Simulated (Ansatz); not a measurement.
C3H6S2 (`CCSC=S`) at its PBE0-D4/def2-TZVP geometry, where that method's forces vanish. The species carries charge 0 and has multiplicity 1.

| atom | x (Å) | y (Å) | z (Å) |
| --- | --- | --- | --- |
| C1 | 1.433 | -0.182 | 0.121 |
| C2 | 0.149 | -0.943 | -0.138 |
| S3 | -1.250 | -0.371 | 0.860 |
| C4 | -1.710 | 1.059 | 0.037 |
| S5 | -2.895 | 2.058 | 0.499 |
| H6 | 2.247 | -0.595 | -0.481 |
| H7 | 1.719 | -0.243 | 1.173 |
| H8 | 1.326 | 0.874 | -0.135 |
| H9 | 0.255 | -1.999 | 0.122 |
| H10 | -0.147 | -0.901 | -1.189 |
| H11 | -1.126 | 1.244 | -0.869 |

Task: For each bond, give half the difference of the two atoms' forces along it (eV/Å; positive pushes the atoms apart) under PBE-D4, r2SCAN-D4, B3LYP-D4, ωB97M-V in def2-TZVPP. (Best estimate.)

Result: Ansatz gave: 
```csv
bond,length (Å),PBE-D4,r2SCAN-D4,B3LYP-D4,ωB97M-V
C1–C2,1.515,-0.01,0.11,0.18,0.20
C1–H6,1.093,0.10,-0.03,-0.07,-0.10
C1–H7,1.091,0.10,-0.04,-0.06,-0.07
C1–H8,1.092,0.10,-0.04,-0.07,-0.06
C2–S3,1.812,0.16,0.15,0.22,0.06
C2–H9,1.092,0.09,-0.08,-0.14,-0.09
C2–H10,1.092,0.11,-0.05,-0.12,-0.12
S3–C4,1.713,0.11,0.06,0.16,0.21
C4–S5,1.617,0.41,0.21,0.21,-0.10
C4–H11,1.094,0.05,-0.06,-0.18,-0.13
```

B3LYP here is the variant with VWN-RPA as its local correlation; programs differ in this.
